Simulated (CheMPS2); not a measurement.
# AlCl (aluminium monochloride) at DMRG/3-21G, part 2 of 2

CheMPS2 1.8.12. The steps go on from the part before.

**3. The triplet: the energy at DMRG/3-21G**

integrals.py reads:

```python
import numpy as np
from pyscf import ao2mo, cc, dft, gto, lo, mcscf, mp, scf
from pyscf.tools import fcidump

geom = """
Al     0.00000000     0.00000000     0.00000000
Cl     0.00000000     0.00000000     4.02533018
"""
mol = gto.M(
    atom=geom,
    basis="3-21g",
    unit="bohr",
    charge=0,
    spin=2,
    verbose=3,
)
print("basis functions = %d" % (mol.nao))
mf = scf.ROHF(mol)
mf.conv_tol = 1e-10
mf.max_cycle = 200
mf.kernel()
if not mf.converged:
    mf = mf.newton().run(mf.mo_coeff, mf.mo_occ)
print("reference energy = %.10f" % (mf.e_tot))
# single-reference ladder for comparison
ref = scf.UHF(mol).run(mf.make_rdm1(), conv_tol=1e-10)
pt = mp.MP2(ref, frozen=10).run()
mycc = cc.CCSD(ref, frozen=10)
mycc.max_cycle = 150
mycc.kernel()
print(f"MP2 total energy = {pt.e_tot:.10f}")
if mycc.converged:
    print("CCSD total energy = %.10f" % (mycc.e_tot))
    print(f"E(CCSD(T)) = {mycc.e_tot + mycc.ccsd_t():.10f}")
# a few density functionals on the same geometry and basis
ks = dft.UKS(mol, xc="m062x").set(conv_tol=1e-9, verbose=3).run(mf.make_rdm1())
if ks.converged:
    print(f"E(M06-2X) = {ks.e_tot:.8f}")
ks = dft.UKS(mol, xc="blyp").set(conv_tol=1e-9, verbose=3).run(mf.make_rdm1())
if ks.converged:
    print(f"E(BLYP) = {ks.e_tot:.8f}")
ks = dft.UKS(mol, xc="hse06").set(conv_tol=1e-9, verbose=3).run(mf.make_rdm1())
if ks.converged:
    print("E(HSE06) = %.8f" % (ks.e_tot))
ks = dft.UKS(mol, xc="pbe").set(conv_tol=1e-9, verbose=3).run(mf.make_rdm1())
if ks.converged:
    print(f"E(PBE) = {ks.e_tot:.8f}")
ks = dft.UKS(mol, xc="camb3lyp").set(conv_tol=1e-9, verbose=3).run(mf.make_rdm1())
if ks.converged:
    print("E(CAM-B3LYP) = %.8f" % (ks.e_tot))
# split localisation
mo = mf.mo_coeff.copy()
for a, b in ((10, 14), (16, 26)):
    if b - a > 1:
        mo[:, a:b] = lo.Boys(mol, mo[:, a:b]).kernel()
mf.mo_coeff = mo
# write the integrals of the correlated orbitals
cas = mcscf.CASCI(mf, 16, 10)
h1, ecore = cas.get_h1eff()
fcidump.from_integrals("FCIDUMP", h1, cas.get_h2eff(), 16, 10, nuc=ecore, ms=2)
```

dmrg.input reads:

```
FCIDUMP = FCIDUMP
GROUP = 0
MULTIPLICITY = 3
NELECTRONS = 10
IRREP = 0
EXCITATION = 0
SWEEP_STATES = 37, 75, 150, 300, 300
SWEEP_ENERGY_CONV = 1e-04, 1e-04, 1e-04, 1e-04, 1e-06
SWEEP_MAX_SWEEPS = 3, 3, 2, 4, 6
SWEEP_NOISE_PREFAC = 0.5, 0.05, 0.05, 0.005, 0.0
SWEEP_DVDSON_RTOL = 1e-04, 1e-04, 1e-04, 1e-04, 1e-05
NOCC = 0
NACT = 16
NVIR = 0
MOLCAS_FIEDLER = TRUE
PRINT_CORR = TRUE
TMP_FOLDER = .
```

On the command line:

```console
$ python integrals.py && chemps2 --file=dmrg.input
```

The log of the run:

```text
$ python integrals.py
basis functions = 26
converged SCF energy = -697.871855959043
reference energy = -697.8718559590
converged SCF energy = -697.872442273613  <S^2> = 2.0025143  2S+1 = 3.0016757
E(UMP2) = -697.927613001805  E_corr = -0.0551707281915522
E(SCS-UMP2) = -697.926722808622  E_corr = -0.0542805350091587
E(UCCSD) = -697.9369033750893  E_corr = -0.06446110147630126
MP2 total energy = -697.9276130018
CCSD total energy = -697.9369033751
UCCSD(T) correction = -0.00126031470555705
E(CCSD(T)) = -697.9381636898

WARN: HOMO -0.194393693682414 >= LUMO -0.321741051256569

WARN: HOMO -0.180925132866082 >= LUMO -0.224175707904798

WARN: HOMO -0.182280283113753 >= LUMO -0.234249351053422

WARN: HOMO -0.182033350562217 >= LUMO -0.23437146179518

WARN: HOMO -0.182089814677504 >= LUMO -0.234697088475466

WARN: HOMO -0.182088763222693 >= LUMO -0.234551655636812

WARN: HOMO -0.182088873698377 >= LUMO -0.234640482790455

WARN: HOMO -0.182089635189394 >= LUMO -0.23464382109015

WARN: HOMO -0.182089873427466 >= LUMO -0.234643966767342

WARN: HOMO -0.182089854832721 >= LUMO -0.234644519949189

converged SCF energy = -698.963429462731  <S^2> = 2.0028175  2S+1 = 3.0018777
E(M06-2X) = -698.96342946

WARN: HOMO -0.128316425296015 >= LUMO -0.210228720612696

WARN: HOMO -0.100090001823819 >= LUMO -0.192510994327545

WARN: HOMO -0.110719312401751 >= LUMO -0.200770621556628

WARN: HOMO -0.114845780715668 >= LUMO -0.205327151814076

WARN: HOMO -0.114245726467584 >= LUMO -0.204784949609421

WARN: HOMO -0.114211443635394 >= LUMO -0.204797126546124

WARN: HOMO -0.114206495305573 >= LUMO -0.204793143527034

WARN: HOMO -0.11420858767435 >= LUMO -0.204794915295546

converged SCF energy = -699.000684115629  <S^2> = 2.0011207  2S+1 = 3.000747
E(BLYP) = -699.00068412

WARN: HOMO -0.157441093384343 >= LUMO -0.193451969149264

WARN: HOMO -0.141923578257839 >= LUMO -0.181791223829452

WARN: HOMO -0.145929851542663 >= LUMO -0.185615343786994

WARN: HOMO -0.147349070510756 >= LUMO -0.187652279819779

WARN: HOMO -0.147109608577261 >= LUMO -0.187545838866424

WARN: HOMO -0.147087367926124 >= LUMO -0.187584804157118

WARN: HOMO -0.147088174609214 >= LUMO -0.187580943272273

WARN: HOMO -0.147088484638369 >= LUMO -0.187581371166963

converged SCF energy = -698.787759258606  <S^2> = 2.0018828  2S+1 = 3.0012549
E(HSE06) = -698.78775926

WARN: HOMO -0.138180645562887 >= LUMO -0.209996262279269

WARN: HOMO -0.112567690726992 >= LUMO -0.191943380889151

WARN: HOMO -0.122581623243373 >= LUMO -0.200339389647655

WARN: HOMO -0.126196265578132 >= LUMO -0.20454056359666

WARN: HOMO -0.125650221638859 >= LUMO -0.203989945772033

WARN: HOMO -0.125622865936684 >= LUMO -0.203993445244637

WARN: HOMO -0.125619097199813 >= LUMO -0.203991485755257

WARN: HOMO -0.125620823391375 >= LUMO -0.203993271778076

converged SCF energy = -698.681416413201  <S^2> = 2.002179  2S+1 = 3.0014523
E(PBE) = -698.68141641
converged SCF energy = -699.02107328527  <S^2> = 2.0013996  2S+1 = 3.0009329
E(CAM-B3LYP) = -699.02107329

$ chemps2 --file=dmrg.input

Running chemps2 version 1.8.12 () with the following options:

   FCIDUMP            = FCIDUMP
   GROUP              = c1
   MULTIPLICITY       = 3
   NELECTRONS         = 10
   IRREP              = A
   EXCITATION         = 0
   SWEEP_STATES       = [ 37 ; 75 ; 150 ; 300 ; 300 ]
   SWEEP_ENERGY_CONV  = [ 0.0001 ; 0.0001 ; 0.0001 ; 0.0001 ; 1e-06 ]
   SWEEP_MAX_SWEEPS   = [ 3 ; 3 ; 2 ; 4 ; 6 ]
   SWEEP_NOISE_PREFAC = [ 0.5 ; 0.05 ; 0.05 ; 0.005 ; 0 ]
   SWEEP_DVDSON_RTOL  = [ 0.0001 ; 0.0001 ; 0.0001 ; 0.0001 ; 1e-05 ]
   NOCC               = [ 0 ]
   NACT               = [ 16 ]
   NVIR               = [ 0 ]
   MOLCAS_2RDM        =
   MOLCAS_3RDM        =
   MOLCAS_F4RDM       =
   MOLCAS_FOCK        =
   MOLCAS_FIEDLER     = TRUE
   MOLCAS_MPS         = FALSE
   MOLCAS_STATE_AVG   = FALSE
   PRINT_CORR         = TRUE
   TMP_FOLDER         = .

CheMPS2::Hamiltonian : Reading FCIDUMP file FCIDUMP
CheMPS2::Hamiltonian : Finished reading FCIDUMP file FCIDUMP
   EdmistonRuedenberg::FiedlerGlobal : Cost function at start = 210.299926339612
   EdmistonRuedenberg::FiedlerGlobal : Cost function at end   = 56.0909907616314
   EdmistonRuedenberg::FiedlerGlobal : Reordering = [ 13, 14, 12, 2, 3, 15, 0, 1, 11, 6, 4, 5, 9, 10, 8, 7 ].

   CheMPS2: a spin-adapted implementation of DMRG for ab initio quantum chemistry

   Stats: nIt(DAVIDSON) = 14
Energy at sites (14, 15) is -691.026699468954
   Stats: nIt(DAVIDSON) = 36
Energy at sites (13, 14) is -691.944623884995
   Stats: nIt(DAVIDSON) = 10
Energy at sites (12, 13) is -692.800112745401
   Stats: nIt(DAVIDSON) = 11
Energy at sites (11, 12) is -693.249487395471
   Stats: nIt(DAVIDSON) = 7
Energy at sites (10, 11) is -693.333639173958
   Stats: nIt(DAVIDSON) = 26
Energy at sites (9, 10) is -693.653690170922
   Stats: nIt(DAVIDSON) = 37
Energy at sites (8, 9) is -694.551663468487
   Stats: nIt(DAVIDSON) = 21
Energy at sites (7, 8) is -695.182100094012
   Stats: nIt(DAVIDSON) = 12
Energy at sites (6, 7) is -695.72490324915
   Stats: nIt(DAVIDSON) = 19
Energy at sites (5, 6) is -696.205977812482
   Stats: nIt(DAVIDSON) = 20
Energy at sites (4, 5) is -697.146424405281
   Stats: nIt(DAVIDSON) = 23
Energy at sites (3, 4) is -697.55112369873
   Stats: nIt(DAVIDSON) = 5
Energy at sites (2, 3) is -697.551105218814
   Stats: nIt(DAVIDSON) = 1
Energy at sites (1, 2) is -697.551105218814
******************************************************************
[... 2 lines left out ...]
***     Minimum energy           = -697.55112369873
***     Maximum discarded weight = 0
[... 32 lines left out ...]
***     Minimum energy           = -697.914526072043
***     Maximum discarded weight = 2.16214992640636e-06
[... 6 lines left out ...]
***     Minimum energy           = -697.93397103695
***     Maximum discarded weight = 1.9011867712787e-05
[... 5 lines left out ...]
***     Minimum energy           = -697.934162829685
***     Maximum discarded weight = 2.50714968407033e-05
[... 6 lines left out ...]
***     Minimum energy           = -697.93424888139
***     Maximum discarded weight = 2.49772580760869e-05
[... 5 lines left out ...]
***     Minimum energy           = -697.934288102046
***     Maximum discarded weight = 2.84506971273302e-05
[... 7 lines left out ...]
***     Maximum discarded weight during the last sweep     = 2.84506971273302e-05
[... 5 lines left out ...]
***     Minimum energy           = -697.934521525639
***     Maximum discarded weight = 7.60650641462336e-07
[... 5 lines left out ...]
***     Minimum energy           = -697.936446518462
***     Maximum discarded weight = 2.96398479645095e-06
[... 6 lines left out ...]
***     Minimum energy           = -697.937345777784
***     Maximum discarded weight = 6.42391643075134e-06
[... 5 lines left out ...]
***     Minimum energy           = -697.937690739259
***     Maximum discarded weight = 7.44898271764855e-06
[... 6 lines left out ...]
***     Minimum energy           = -697.93787592113
***     Maximum discarded weight = 9.17909784361269e-06
[... 5 lines left out ...]
***     Minimum energy           = -697.937911599226
***     Maximum discarded weight = 8.92980796623011e-06
[... 7 lines left out ...]
***     Maximum discarded weight during the last sweep     = 8.92980796623011e-06
[... 5 lines left out ...]
***     Minimum energy           = -697.938069945892
***     Maximum discarded weight = 4.90127007855285e-07
[... 5 lines left out ...]
***     Minimum energy           = -697.938157949194
***     Maximum discarded weight = 2.13519685617989e-06
[... 6 lines left out ...]
***     Minimum energy           = -697.93818659778
***     Maximum discarded weight = 2.84601961294857e-06
[... 5 lines left out ...]
***     Minimum energy           = -697.938196219257
***     Maximum discarded weight = 2.88490814925722e-06
[... 7 lines left out ...]
***     Maximum discarded weight during the last sweep     = 2.88490814925722e-06
[... 5 lines left out ...]
***     Minimum energy           = -697.938237876684
***     Maximum discarded weight = 1.30006923428824e-07
[... 5 lines left out ...]
***     Minimum energy           = -697.938425026265
***     Maximum discarded weight = 4.45478574930794e-07
[... 6 lines left out ...]
***     Minimum energy           = -697.938451382315
***     Maximum discarded weight = 6.4167774055155e-07
[... 5 lines left out ...]
***     Minimum energy           = -697.938453801729
***     Maximum discarded weight = 7.12640060362828e-07
[... 7 lines left out ...]
***     Maximum discarded weight during the last sweep     = 7.12640060362828e-07
[... 5 lines left out ...]
***     Minimum energy           = -697.938456848339
***     Maximum discarded weight = 7.55364231008973e-07
[... 5 lines left out ...]
***     Minimum energy           = -697.938457515328
***     Maximum discarded weight = 7.93017247021973e-07
[... 6 lines left out ...]
***     Minimum energy           = -697.938457652771
***     Maximum discarded weight = 7.99071705849676e-07
[... 5 lines left out ...]
***     Minimum energy           = -697.938457673514
***     Maximum discarded weight = 8.00609791073243e-07
[... 6 lines left out ...]
***     Minimum energy encountered during the last sweep   = -697.938457673514
***     Maximum discarded weight during the last sweep     = 8.00609791073243e-07
******************************************************************
********************************************
***  2-RDM and Correlations calculation  ***
********************************************
   N(N-1)                     = 90
   Double trace of DMRG 2-RDM = 89.9999999999999
   Econst + 0.5 * trace(2DM-A * Ham) = -697.938454882657
   NOON of irrep A = [ 1.9915284923377 , 1.98606995575087 , 1.9775785954385 , 1.96871083231125 , 0.999662205493516 , 0.998628427121118 , 0.0210545678691037 , 0.0209733028622238 , 0.0106520831327738 , 0.008785735953123 , 0.0058155739965214 , 0.0039374152523711 , 0.00324167407911853 , 0.00194810387975903 , 0.00105682859365536 , 0.000356205928388905 ].
   Single-orbital entropies (Hamiltonian index order is used!) = [ 0.091211964535912 , 0.12511850672951 , 0.0787119213435128 , 0.123914639912893 , 0.76676811300734 , 0.738334720461609 , 0.0816161818425808 , 0.0160488607630146 , 0.0232679286386675 , 0.025980532373973 , 0.021202032424783 , 0.0878726391303242 , 0.0545196849405902 , 0.0632065073957451 , 0.0614840092329222 , 0.0419992874684264 ].
   Idistance(0) = 0.991872306493445
   Idistance(1) = 2.78255021960004
   Idistance(2) = 12.7117447226545
***************************************************
***  Timing information 2-RDM and Correlations  ***
***************************************************
***     Elapsed wall time        = 5.20189 seconds
***************************************************
--------------------------------------------------------
Spin correlation function = 4 * ( < S_i^z S_j^z > - < S_i^z > * < S_j^z > )
Hamiltonian index order is used!

   Columns 1 to 8

    0.012261   -0.001577   -0.001057   -0.001307    0.000214    0.000886    0.000076   -0.000076
   -0.001577    0.016982   -0.001167   -0.002267    0.000230    0.001439    0.000507   -0.000120
   -0.001057   -0.001167    0.010223   -0.001082    0.000686   -0.000131    0.000130    0.000031
[... 12 lines of this table left out ...]
   -0.000545   -0.001993    0.000320    0.000351    0.000040    0.000173   -0.000086   -0.000039

   Columns 9 to 16

    0.000064    0.000151    0.000054   -0.001163   -0.003011    0.000564    0.000574   -0.000545
    0.000113    0.000170    0.000096   -0.003748   -0.000451    0.000656    0.000597   -0.001993
    0.000023   -0.000050    0.000018    0.000341    0.000487    0.000596   -0.005512    0.000320
[... 12 lines of this table left out ...]
   -0.000012   -0.000004   -0.000013   -0.000568   -0.000852   -0.000497   -0.000476    0.005270

--------------------------------------------------------
Spin-flip correlation function = < S_i^+ S_j^- > + < S_i^- S_j^+ >
Hamiltonian index order is used!

   Columns 1 to 8

    0.012261   -0.001577   -0.001057   -0.001307    0.000214    0.000886    0.000076   -0.000076
   -0.001577    0.016982   -0.001167   -0.002267    0.000230    0.001439    0.000507   -0.000120
   -0.001057   -0.001167    0.010223   -0.001082    0.000686   -0.000131    0.000130    0.000031
[... 12 lines of this table left out ...]
   -0.000545   -0.001993    0.000320    0.000351    0.000040    0.000173   -0.000086   -0.000039

   Columns 9 to 16

    0.000064    0.000151    0.000054   -0.001163   -0.003011    0.000564    0.000574   -0.000545
    0.000113    0.000170    0.000096   -0.003748   -0.000451    0.000656    0.000597   -0.001993
    0.000023   -0.000050    0.000018    0.000341    0.000487    0.000596   -0.005512    0.000320
[... 12 lines of this table left out ...]
   -0.000012   -0.000004   -0.000013   -0.000568   -0.000852   -0.000497   -0.000476    0.005270

--------------------------------------------------------
Density correlation function = < n_i n_j > - < n_i > * < n_j >
Hamiltonian index order is used!

   Columns 1 to 8

    0.021386    0.002313    0.002471    0.003458   -0.002407    0.000276   -0.002921   -0.000567
    0.002313    0.033276    0.003006    0.005156   -0.003877    0.000340   -0.005707   -0.001104
    0.002471    0.003006    0.018146    0.003188   -0.000335   -0.002208   -0.000638   -0.000221
[... 12 lines of this table left out ...]
   -0.003118   -0.005789   -0.001596   -0.001745   -0.000415   -0.000006    0.000188    0.000042

   Columns 9 to 16

   -0.000490   -0.000811   -0.000451   -0.006630   -0.007218   -0.002716   -0.002577   -0.003118
   -0.000850   -0.001535   -0.000791   -0.015896   -0.003386   -0.002684   -0.002471   -0.005789
   -0.000353   -0.000590   -0.000321   -0.002114   -0.003275   -0.002493   -0.012669   -0.001596
[... 12 lines of this table left out ...]
    0.000054    0.000034    0.000054    0.000570    0.001207    0.001340    0.001337    0.007843

--------------------------------------------------------
Singlet diradical correlation function = < d_i,up d_j,down > + < d_i,down d_j,up > - < d_i,up > * < d_j,down > - < d_i,down > * < d_j,up >
Hamiltonian index order is used!

   Columns 1 to 8

   -0.000075    0.001938    0.001708    0.002296   -0.002128   -0.001082    0.000561    0.000268
    0.001938   -0.000144    0.002006    0.003594   -0.003147   -0.001809    0.000938    0.000430
    0.001708    0.002006   -0.000052    0.002039   -0.000891   -0.001412    0.000223    0.000072
[... 12 lines of this table left out ...]
    0.000915    0.002305    0.000538    0.000578   -0.000372   -0.000189    0.000134    0.000041

   Columns 9 to 16

    0.000177    0.000262    0.000165    0.001961    0.003531    0.000736    0.000723    0.000915
    0.000299    0.000470    0.000283    0.004859    0.001065    0.000843    0.000795    0.002305
    0.000130    0.000223    0.000118    0.000706    0.000767    0.000847    0.006111    0.000538
[... 12 lines of this table left out ...]
    0.000033    0.000019    0.000033    0.000587    0.001014    0.000891    0.000878   -0.000014

--------------------------------------------------------
Two-orbital mutual information = 0.5 * ( s1(i) + s1(j) - s2(i,j) ) * ( 1 - delta(i,j) )
Hamiltonian index order is used!

   Columns 1 to 8

    0           0.006704    0.003365    0.004285    0.009789    0.001358    0.002232    0.000665
    0.006704    0           0.003748    0.006668    0.014607    0.002630    0.005527    0.001467
    0.003365    0.003748    0           0.003821    0.000904    0.007253    0.000417    0.000165
[... 12 lines of this table left out ...]
    0.003737    0.008771    0.002091    0.001920    0.001129    0.000128    0.000112    0.000113

   Columns 9 to 16

    0.000427    0.000853    0.000395    0.007942    0.013104    0.003455    0.003333    0.003737
    0.000844    0.001712    0.000798    0.023643    0.003336    0.003120    0.002823    0.008771
    0.000280    0.000524    0.000263    0.002271    0.004807    0.003494    0.028671    0.002091
[... 12 lines of this table left out ...]
    0.000031    0.000023    0.000033    0.001893    0.002307    0.002009    0.002002    0

--------------------------------------------------------
```

Wall time 3 min (1 thread of Arm Neoverse V2, shared host); peak memory 0.18 GiB.

**4. Results**

This closing draws on all 2 parts.

At DMRG/3-21G, 10 core orbitals frozen:

```
                                         quantity          value
                  run 1, DMRG/3-21G: total energy  -698.04355 Eh
run 1, DMRG/3-21G: T1 diagnostic of the CCSD step          0.015
                            triplet: total energy  -697.93846 Eh
 vertical energy of the triplet above the singlet       2.860 eV
```

What this shows: At this shape the triplet lies 2.86 eV (66 kcal/mol) above the singlet.
